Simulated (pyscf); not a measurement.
Thermochemistry of product channels of HO–Si:–OH [singlet] + HO–SiH₃ on the singlet surface, in kcal/mol, from ωB97M-D3(BJ)/def2-TZVP energies (ideal gas, 1 atm, RRHO with modes under 100 cm⁻¹ raised to 100, one conformer, R ln 2 for chiral ones without a mode under 150 cm⁻¹). Structures and frequencies: ωB97X-D3(BJ)/def2-SVP in PySCF.

```tsv
products	ΔE	ΔH(298 K)	ΔG(298 K)	ΔG(1200 K)
O=Si(OH)–O–SiH₃ + H₂	-14.2	-17.9	-14.5	-6.6
HO–Si(OH)(OH)–SiH₃	-33.6	-32.8	-22.0	+7.1
HO–SiH(OH)–O–SiH₃	-61.3	-60.8	-49.6	-17.6
```

The channel to HO–Si(OH)(OH)–SiH₃ turns unfavourable between 298 and 1200 K (ΔG from -22.0 kcal/mol to +7.1 kcal/mol).

These are energies of the channels, which say nothing of barriers.
